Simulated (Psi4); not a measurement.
Psi4 input (wB97X-D/6-31G*):

```
memory 1500 MB

molecule {
0 2
C     1.33588083    0.17663357    0.00811228
C     0.05820264    0.43851080   -0.00811815
H     2.26699010    0.71990471    0.00550453
H    -0.25405481    1.48851309   -0.03147361
C    -1.05503693   -0.57138509    0.00208581
H    -0.66476666   -1.58771845    0.02545578
H    -1.69884812   -0.42434069    0.87312388
H    -1.68359975   -0.45891440   -0.88509024
symmetry c1
no_reorient
no_com
}

set {
  basis 6-31G*
  reference uks
  scf_type pk
  dft_radial_points 99
  dft_spherical_points 590
  e_convergence 1e-8
  d_convergence 1e-7
  maxiter 150
}

e = energy('wb97x-d')
print_out(f'\nFINAL {e:.10f} DIPOLE {variable("CURRENT DIPOLE")[0]:.6f} {variable("CURRENT DIPOLE")[1]:.6f} {variable("CURRENT DIPOLE")[2]:.6f}\n')
```

Q: What final total energy does it give?

A: -117.17458 Eh.
